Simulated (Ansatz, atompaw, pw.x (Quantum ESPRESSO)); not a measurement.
# pw.x on diamond H: one setting changed

Potential: PAW, atompaw 4.2.0.5, PBEsol; core none, reference 1s1; waves: 1s (bound): rc 1.50 bohr; 1s channel at -0.05 Ry: rc 1.50 bohr; 2p channel at -0.05 Ry: rc 1.25 bohr; local part: bessel scheme, radius 0.68 bohr; core correction: none; augmentation: sinc compensation charge, radius 1.30 bohr; PAW radius 1.50 bohr; waves and projectors: custom rrkj vanderbiltortho.

The reference run (k-mesh 15³, cutoffs 40/400 Ry, Fermi–Dirac 0.01 Ry, mixing_beta 0.4, conv_thr 1e-9, no spin) gives -0.19 GPa at 3.355 Å³/atom, where all-electron LAPW gives -0.03 GPa. This run, with its own iteration cap, changes degauss to 0.002.

```
&control
  calculation='scf', prefix='x', pseudo_dir='./', outdir='./tmp', tstress=.true., disk_io='none'
/
&system
  ibrav=0, nat=2, ntyp=1, ecutwfc=40, ecutrho=400, nbnd=8,
  occupations='smearing', smearing='fd', degauss=0.002
/
&electrons
  conv_thr=1e-09, mixing_beta=0.4, electron_maxstep=70
/
ATOMIC_SPECIES
H 1.0 H.UPF
CELL_PARAMETERS angstrom
  0.00000000 1.49703116 1.49703116
  1.49703116 0.00000000 1.49703116
  1.49703116 1.49703116 0.00000000
ATOMIC_POSITIONS crystal
H 0.0000 0.0000 0.0000
H 0.2500 0.2500 0.2500
K_POINTS automatic
15 15 15 0 0 0
```

```bash
pw.x < H.scf.in > H.scf.out
```

**Question.** How does the run end?

**Answer.** It converges in 7 iterations; the free energy moves by +1.2 meV/atom and the pressure by -0.01 GPa. In a metal, with Fermi–Dirac smearing, F lies below its zero-width value by a term in the square of the width.

```
Message from routine setup:
     using ibrav=0 with symmetry is DISCOURAGED, use correct ibrav instead
     lattice parameter (alat)  =       4.0008  a.u.
     unit-cell volume          =      45.2813 (a.u.)^3
     number of electrons       =         2.00
     number of Kohn-Sham states=            8
     kinetic-energy cutoff     =      40.0000  Ry
     charge density cutoff     =     400.0000  Ry
     scf convergence threshold =      1.0E-09
     Exchange-correlation= SLA PW PSX PSC
     number of k points=   120  Fermi-Dirac smearing, width (Ry)=  0.0020
     iteration #  1     ecut=    40.00 Ry     beta= 0.40
     total energy              =      -2.20459057 Ry
     estimated scf accuracy    <       0.00533181 Ry
     iteration #  2     ecut=    40.00 Ry     beta= 0.40
     total energy              =      -2.20424853 Ry
     estimated scf accuracy    <       0.00183121 Ry
     iteration #  3     ecut=    40.00 Ry     beta= 0.40
     total energy              =      -2.20426039 Ry
     estimated scf accuracy    <       0.00000067 Ry
     iteration #  4     ecut=    40.00 Ry     beta= 0.40
     total energy              =      -2.20426097 Ry
     estimated scf accuracy    <       0.00000265 Ry
     iteration #  5     ecut=    40.00 Ry     beta= 0.40
     total energy              =      -2.20426101 Ry
     estimated scf accuracy    <          2.0E-09 Ry
     iteration #  6     ecut=    40.00 Ry     beta= 0.40
     total energy              =      -2.20426103 Ry
     estimated scf accuracy    <       0.00000001 Ry
     iteration #  7     ecut=    40.00 Ry     beta= 0.40
     the Fermi energy is     2.7672 ev
!    total energy              =      -2.20426103 Ry
     estimated scf accuracy    <          3.2E-12 Ry
     smearing contrib. (-TS)   =      -0.00002279 Ry
     convergence has been achieved in   7 iterations
          total   stress  (Ry/bohr**3)                   (kbar)     P=       -1.99
     Message from routine punch:
     Nothing written, as per user request (disk_io='none')
```

The run took about 4.1 s on one core of a shared host (Intel(R) Xeon(R) Platinum 8488C, 96 threads, 372 GiB, load 57).
